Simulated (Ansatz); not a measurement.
C₃H₇NO, SMILES `C=C(N)OC`. Total charge 0; spin multiplicity 1. All single points use the PBE0-D4/def2-TZVP geometry. It is one conformer, not always the lowest.

```xyz
12

C     0.589   -1.229   -0.139
C    -0.367   -0.324   -0.387
N    -1.477   -0.533   -1.183
O    -0.380    0.951    0.053
C     0.705    1.367    0.846
H     0.492   -2.231   -0.533
H     1.478   -0.989    0.420
H    -1.704   -1.503   -1.325
H    -2.275    0.019   -0.908
H     0.508    2.404    1.113
H     0.785    0.762    1.754
H     1.645    1.305    0.289
```

(1) What is the dipole moment at r2SCAN/def2-TZVPP? (Best estimate.)

(2) And with PBE, B3LYP, ωB97M-V? (Best estimate.)

(3) Give the Mulliken charges with r2SCAN, B3LYP, ωB97M-V in def2-TZVPP. (An estimate is asked.)

Results:

(1) Computed: 1.10 D, with components (-0.74, 0.14, 0.80) D in this frame, pointing from negative to positive charge.

(2) The calculation gave: PBE 1.08 D, B3LYP 1.07 D, ωB97M-V 1.08 D.

(3) The calculation gave: 
```json
{"atom": "C1", "r2SCAN": "-0.38", "B3LYP": "-0.38", "ωB97M-V": "-0.36"}
{"atom": "C2", "r2SCAN": "0.37", "B3LYP": "0.33", "ωB97M-V": "0.35"}
{"atom": "N3", "r2SCAN": "-0.33", "B3LYP": "-0.30", "ωB97M-V": "-0.25"}
{"atom": "O4", "r2SCAN": "-0.30", "B3LYP": "-0.30", "ωB97M-V": "-0.29"}
{"atom": "C5", "r2SCAN": "0.00", "B3LYP": "-0.14", "ωB97M-V": "-0.22"}
{"atom": "H6", "r2SCAN": "0.05", "B3LYP": "0.07", "ωB97M-V": "0.06"}
{"atom": "H7", "r2SCAN": "0.07", "B3LYP": "0.08", "ωB97M-V": "0.08"}
{"atom": "H8", "r2SCAN": "0.16", "B3LYP": "0.15", "ωB97M-V": "0.12"}
{"atom": "H9", "r2SCAN": "0.16", "B3LYP": "0.15", "ωB97M-V": "0.12"}
{"atom": "H10", "r2SCAN": "0.07", "B3LYP": "0.12", "ωB97M-V": "0.13"}
{"atom": "H11", "r2SCAN": "0.07", "B3LYP": "0.11", "ωB97M-V": "0.13"}
{"atom": "H12", "r2SCAN": "0.07", "B3LYP": "0.11", "ωB97M-V": "0.13"}
```

B3LYP here is the variant with VWN-RPA as its local correlation; programs differ in this.
